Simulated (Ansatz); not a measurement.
System: rutile MnF2. Method: PBE in Ansatz (PAW).

Output (set-up and result lines):

```
Relaxation: its limit of steps is 80 (relax.max_steps)
Crystal: 6 atoms, lattice volume = 79.313 Å³
Basis set: ecut = 520 eV, 2113 PW (Γ), exchange–correlation on 80×80×50 points (8 copies of the dense FFT grid, shifted against one another)
Bands: 41, of which v1, the nominal top of the filled ones, is band 29 counted from 1 (28 counted from 0)
Symmetry: 8 space group operations
Space group: Cmmm (ITA 65), of the structure as read, at distance tolerance 4.3e-5 Å
k-points: 126 of 640
Initial density: superposition of atomic densities (chi_scale 0.1, normalization cell, long waves kept (reshape's long-wave potential 0.02 eV rms))
Functional: x = pbe(κ = 0.804, μ = 0.2195149727645171), c = pbe(β = 0.06672455060314922)
spin=Collinear: Resta preconditioning applied to the charge; magnetization (m = ρ↑ − ρ↓) channel mixes plain (no charge-response kernel on spin).
SCF 1 converged in 12 iterations: F = -11034.108141 eV  dr2 = 1.26e-8
Crystal: 6 atoms, lattice volume = 79.313 Å³
Initial density: handed on by an earlier stage of this run
spin=Collinear: Resta preconditioning applied to the charge; magnetization (m = ρ↑ − ρ↓) channel mixes plain (no charge-response kernel on spin).
SCF 2 converged in 4 iterations: F = -11034.108324 eV  dr2 = 1.53e-8
Crystal: 6 atoms, lattice volume = 79.313 Å³
Basis set: ecut = 520 eV, 2121 PW (Γ), exchange–correlation on 80×80×50 points (8 copies of the dense FFT grid, shifted against one another)
spin=Collinear: Resta preconditioning applied to the charge; magnetization (m = ρ↑ − ρ↓) channel mixes plain (no charge-response kernel on spin).
SCF 3 converged in 5 iterations: F = -11034.108590 eV  dr2 = 6.08e-9
Crystal: 6 atoms, lattice volume = 79.313 Å³
spin=Collinear: Resta preconditioning applied to the charge; magnetization (m = ρ↑ − ρ↓) channel mixes plain (no charge-response kernel on spin).
SCF 4 converged in 5 iterations: F = -11034.108603 eV  dr2 = 2.14e-10
Crystal: 6 atoms, lattice volume = 79.313 Å³
spin=Collinear: Resta preconditioning applied to the charge; magnetization (m = ρ↑ − ρ↓) channel mixes plain (no charge-response kernel on spin).
SCF 5 converged in 4 iterations: F = -11034.108608 eV  dr2 = 4.42e-12
SCF converged after 4 iterations
Magnetization: 0.0000 μB (29.0000 up, 29.0000 down)
Free energy (F): -11034.108608 eV
Internal energy: -11034.108608 eV  (E = F + TS)
E sigma→0 (E₀):  -11034.108608 eV
Fermi energy:    7.684881 eV
--- Forces (eV/Å), atoms counted from 1 ---
  atom   1  Mn    -0.00000000     0.00000000     0.00000000
  atom   2  Mn     0.00000000     0.00000000     0.00000000
  atom   3  F     -0.00021686    -0.00021686     0.00000000
  atom   4  F     -0.00020842     0.00020842     0.00000000
  atom   5  F      0.00020842    -0.00020842     0.00000000
  atom   6  F      0.00021686     0.00021686     0.00000000
--- Stress (GPa, compression-positive) ---
        1.758319      -0.000022       0.000000
       -0.000022       1.758319       0.000000
        0.000000       0.000000       1.754797
  P = ⅓ Tr σ = 1.7571 GPa (17.571 kbar)
```

Problem. Write an input file that could have produced this run (the log leaves some choices open).

Solution. This is not unique; one that fits is 
Ansatz 0.2 input:
```yaml
crystal:
  lattice:
    - [4.9039409314, 0.0000003406, 0.0]
    - [0.0000003406, 4.9039409314, 0.0]
    - [0.0, 0.0, 3.298045143]
  atoms:
    - { symbol: Mn, position: [0.0, 0.0, 0.0], spin: 5.0 }
    - { symbol: Mn, position: [0.5, 0.5, 0.5], spin: -5.0 }
    - { symbol: F, position: [0.3034993, 0.3034993, 0.0], spin: 0.0 }
    - { symbol: F, position: [0.803499296, 0.196500704, 0.5], spin: 0.0 }
    - { symbol: F, position: [0.196500704, 0.803499296, 0.5], spin: 0.0 }
    - { symbol: F, position: [0.6965007, 0.6965007, 0.0], spin: 0.0 }
basis:
  ecutwfc: 520
  ecutrho_ratio: 4
  xc_grid: 2
kpoints:
  mp_grid: { grid: [8, 8, 10] }
hamiltonian:
  xc: pbe
  dispersion: none
  pseudopotentials: { kind: paw }
scf:
  occupations: { method: fermi_dirac, width: 0.01 }
output:
  forces: true
  stress: true
  eigenvalues: true
magnetization:
  spin_polarized: true
relax:
  f_tol: 0.004
  escape_saddle: false
  max_steps: 80
  cell: { stress_tol: 0.02, fix: [volume] }
```

The cell is one volume of an energy–volume scan, off the minimum.

Note: without U or exact exchange, gaps and moments of open d shells tend to come out too small.

Ansatz is a first-principles code.
